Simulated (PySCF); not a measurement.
**SiO: bond curves at several levels of theory**

One table from this session's results is given with a row withheld; the runs are named, their logs left out.

The runs use PySCF 2.14.0; Si x2c-SVPall, O x2c-SVPall, spin-free X2C with a Gaussian nucleus.

The first run:

Settings of the job:

```json
{
  "atoms": "Si, O",
  "charge": "0",
  "basis": "Si x2c-SVPall, O x2c-SVPall",
  "Hamiltonian": "spin-free X2C with a Gaussian nucleus",
  "basis functions": "32",
  "electrons treated": "22",
  "masses in u": "27.9769, 15.9949",
  "levels": "PBE0, PBE, r²SCAN, M06-2X, BP86, revPBE, ωB97X, HF, MP2, SCS-MP2, CCSD, CCSD(T)",
  "grid": "80 radial by 434 angular points",
  "occupations": "held fixed by the projection of orbital angular momentum",
  "dissociation limit": "Si + O, each in its ground configuration",
  "starting distance in angstrom": "1.715",
  "values of 2S to try": "0, 2, 4"
}
```

Steps of the session up to this table: The job; First curve: PBE0; Other states along the same grid; PBE (GGA); r²SCAN; M06-2X (hybrid meta-GGA); BP86 (GGA); revPBE; ωB97X (range-separated hybrid); RHF; MP2 and coupled cluster.

One of the session's tables, all rows but one given; the rest of the session is left out.

| level | Re (Å) | ωe (cm⁻¹) | De (eV) |
| --- | --- | --- | --- |
| RHF | 1.491 | 1395 | 4.40 |
| RHF-MP2 | 1.543 | 1180 | 7.88 |
| RHF-SCS-MP2 | 1.539 | 1200 | 7.65 |
| RHF-CCSD | 1.525 | 1265 | 7.11 |
| RHF-CCSD(T) | 1.537 | 1205 | 7.38 |
| PBE | 1.545 | 1180 | 8.29 |
| revPBE | ? | ? | ? |
| BP86 | 1.545 | 1179 | 8.31 |
| r²SCAN | 1.530 | 1230 | 7.85 |
| PBE0 | 1.523 | 1259 | 7.62 |
| M06-2X | 1.514 | 1302 | 7.94 |
| ωB97X | 1.517 | 1286 | 7.78 |

**Question.** Estimate the row for revPBE.

The run gave: Re (Å): 1.549; ωe (cm⁻¹): 1171; De (eV): 7.95. In the column «Re (Å)» it is the highest.

De is counted to Si + O in their ground configurations.
